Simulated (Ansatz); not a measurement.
# Structure relaxation of CrW₃

Level of theory: DFT PBE, scalar-relativistic, plane waves, PAW in Ansatz. Cutoff 420 eV, Γ-centred k mesh, Gaussian smearing, no spin polarisation in the final step.

The start puts CrW₃ on the Cu3Au (L1_2) structure type (Pm-3m, No. 221), with Cr in place of Au, W in place of Cu, at a guessed volume.

```yaml
crystal:
  lattice:
    - [3.88001, 0.00000, 0.00000]
    - [0.00000, 3.88001, 0.00000]
    - [0.00000, 0.00000, 3.88001]
  atoms:
    - { symbol: Cr, position: [0.00000, 0.00000, 0.00000] }
    - { symbol: W, position: [0.00000, 0.50000, 0.50000] }
    - { symbol: W, position: [0.50000, 0.00000, 0.50000] }
    - { symbol: W, position: [0.50000, 0.50000, 0.00000] }
```

Cell and atoms relax at zero pressure; the relaxation can't lower the symmetry of the start. After a coarse first stage the cell is made exact in the group found at 0.06 Å.

Formation energies are uncorrected and refer to the elements' standard structures at the same level.

(1) Describe the relaxed structure.

(2) What are its volume, energy, density and gap?

## Answers

(1) It keeps Pm-3m (No. 221). The result has the Cu3Au (L1_2) structure. Conventional cell: a = 3.950 Å. Cr has 12 W at 2.79 Å; around W lie 4 Cr at 2.79 Å and 8 W at 2.79 Å.

```cif
data_structure
_symmetry_space_group_name_H-M 'Pm-3m'
_symmetry_Int_Tables_number 221
_cell_length_a 3.9501
_cell_length_b 3.9501
_cell_length_c 3.9501
_cell_angle_alpha 90.000
_cell_angle_beta 90.000
_cell_angle_gamma 90.000
_cell_volume 61.64
loop_
_atom_site_label
_atom_site_type_symbol
_atom_site_symmetry_multiplicity
_atom_site_Wyckoff_symbol
_atom_site_fract_x
_atom_site_fract_y
_atom_site_fract_z
_atom_site_occupancy
Cr1 Cr 1 a 0.00000 0.00000 0.00000 1
W1 W 3 c 0.00000 0.50000 0.50000 1
```

(2) The volume per atom is 15.41 Å³ and the density is 16.26 g/cm³. The energy over the elements is 0.50 eV/atom. The gap on the 12×12×12 mesh is 0 eV (a metal).

The final run used a 12×12×12 mesh on its 4-atom cell and 0.10 eV smearing. For metals, differences of a few meV/atom aren't resolved. Spin–orbit coupling is left out. Symmetry constrained the relaxation, so the result can be a saddle point. The steps took about 70 core-seconds in all.

Cost: 3 runs of about 1.2 core-minutes in all, on Arm Neoverse V1 (shared hosts).